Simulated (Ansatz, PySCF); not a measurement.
SiCl4, SMILES Cl[Si](Cl)(Cl)Cl. Atoms are numbered in the order given.

```xyz
5

Cl     1.1716    -1.1716     1.1716
Si     0.0000     0.0000     0.0000
Cl    -1.1716    -1.1716    -1.1716
Cl    -1.1716     1.1716     1.1716
Cl     1.1716     1.1716    -1.1716
```

Geometry: ωB97X-D3(BJ)/def2-SVP. The isomer is the one that the SMILES or the coordinates give; other isomers of the formula were not compared.

Two levels are set side by side: PBE-D3(BJ)/def2-SVP (Ansatz, a first-principles code) and ωB97X-D3(BJ)/def2-SVP (PySCF). Each level has its own optimised geometry; the coordinates shown are those of the second. Frequencies come from the Hessian of PySCF at each geometry. Differences are taken from unrounded values.

```json
[
 {"quantity": "mean bond length (Å)", "ωB97X-D3(BJ)": "2.029"},
 {"quantity": "bond Cl1–Si2 (Å)", "ωB97X-D3(BJ)": "2.029"},
 {"quantity": "bond Si2–Cl3 (Å)", "ωB97X-D3(BJ)": "2.029"},
 {"quantity": "bond Si2–Cl4 (Å)", "ωB97X-D3(BJ)": "2.029"},
 {"quantity": "bond Si2–Cl5 (Å)", "ωB97X-D3(BJ)": "2.029"},
 {"quantity": "highest harmonic wavenumber (cm⁻¹)", "ωB97X-D3(BJ)": "654"},
 {"quantity": "mean harmonic wavenumber (cm⁻¹)", "ωB97X-D3(BJ)": "371"},
 {"quantity": "zero-point energy (kcal/mol)", "ωB97X-D3(BJ)": "4.78"}
]
```

Problem. What does PBE-D3(BJ) give, and how far is it from ωB97X-D3(BJ)? (The exact figures need the calculation; the answer reports its results.)

Solution. 
| quantity | PBE-D3(BJ) | PBE-D3(BJ) minus ωB97X-D3(BJ) |
|---|---|---|
| mean bond length (Å) | 2.051 | 0.022 |
| bond Cl1–Si2 (Å) | 2.051 | 0.022 |
| bond Si2–Cl3 (Å) | 2.051 | 0.022 |
| bond Si2–Cl4 (Å) | 2.051 | 0.022 |
| bond Si2–Cl5 (Å) | 2.051 | 0.022 |
| highest harmonic wavenumber (cm⁻¹) | 615 | -39 |
| mean harmonic wavenumber (cm⁻¹) | 349 | -22 |
| zero-point energy (kcal/mol) | 4.49 | -0.29 |

Exact exchange shortens and stiffens bonds; PBE has none. Differences between two approximate levels are no errors against the true value.
